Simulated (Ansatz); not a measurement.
CH3AlS, relaxed with RKS PBE-D4/def2-SVP in the Gaussian-basis code of Ansatz from a rough embedded geometry. The force threshold is 0.03 eV/Å; the program also tests the step.

Charge 0, multiplicity 1. The bonds changed during the relaxation, so this is another structure than the one it started from.

Start:

```xyz
6

Al    0.109   -0.507   -0.728
C    -0.086    0.508    0.892
S    -1.069    1.542    0.949
H    -0.743   -0.157   -1.979
H     1.238   -1.666   -0.884
H     0.552    0.280    1.750
```

```tsv
step	energy (eV)	largest force (eV/Å)	largest move (Å)
1	-18499.0586	13.360	0.000
2	-18500.1344	5.196	0.092
3	-18500.2680	1.862	0.194
4	-18500.4459	0.605	0.153
5	-18500.4652	0.062	0.200
6	-18500.4690	0.102	0.055
7	-18500.4920	0.499	0.171
8	-18500.5116	1.267	0.198
9	-18500.6100	0.537	0.173
10	-18500.7248	0.418	0.192
11	-18500.8070	0.443	0.195
12	-18500.8590	0.201	0.161
13	-18500.8602	0.056	0.015
14	-18500.8604	0.036	0.007
15	-18500.8604	0.015	0.002
```

End:

```xyz
6

Al    0.097   -0.435   -0.788
C    -0.141    0.180    1.071
S    -0.018    1.708    0.432
H    -1.229   -0.717   -1.630
H     1.584   -0.783   -1.247
H    -0.293    0.046    2.162
```

Run time 23 s (2 threads of an Arm Neoverse N1 on a shared host); peak host memory 0.13 GiB.
